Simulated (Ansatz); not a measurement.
Equilibrium lattice constant a of some III–V compounds

Method: r²SCAN in Ansatz (PAW). References are measured values corrected to a static lattice or taken at low temperature (these still hold zero-point motion).

Values in Å.

```
solid             reference  r²SCAN  error (%)
----------------  ---------  ------  ---------
zinc-blende GaAs      5.64*   5.667      +0.48
zinc-blende BP       4.525*   4.537      +0.27
zinc-blende InP      5.858*   5.907      +0.84
zinc-blende InSb     6.468*   6.556      +1.36
zinc-blende GaP      5.439*   5.451      +0.22
cubic BN             3.593*   3.610      +0.47
zinc-blende InAs     6.047*   6.109      +1.03
wurtzite AlN         3.111¶   3.107      -0.13
```

Over these 8 solids the mean error is +0.57 %, the mean absolute error 0.60 % (median 0.48 %), and the worst case zinc-blende InSb at +1.36 %; the value is above the reference in 7 of 8 cases.

A star marks references brought to a static lattice; the others are low-temperature values that still hold zero-point motion, which matters most for light elements.

Spin–orbit coupling is left out, also for the solids with elements from indium on (zinc-blende InP, zinc-blende InSb, zinc-blende InAs); its size isn't shown.

¶ marks references of a special kind: wurtzite AlN, 3.111 Å (measured, low temperature, extrapolated to low temperature; as tabulated in arXiv:1206.3780).

Differences are worked out from the printed values.

Ansatz's density-functional and Hartree–Fock values are scalar-relativistic unless marked +SOC, with PAW data made under PBE.

Not in this set, of the III–V compounds with a reference value in our tables and a result at some level: 4 for a reference at room or unstated temperature; 2 for no value at r²SCAN (not run, a failed fit, an unstable or unbound cell, or a value held back for tests); 1 for a high-temperature or high-pressure phase. These can be a level's best or worst cases. At least 3 more with a reference value are held back for tests. Solids without a released value at any level aren't counted. Layered and molecular crystals are counted apart.

References as tabulated in Mejia-Rodriguez and Trickey (2018), arXiv:1807.09216; Goldzak et al. (2022), arXiv:2208.04865; arXiv:1206.3780.

Ansatz is an electronic-structure program.
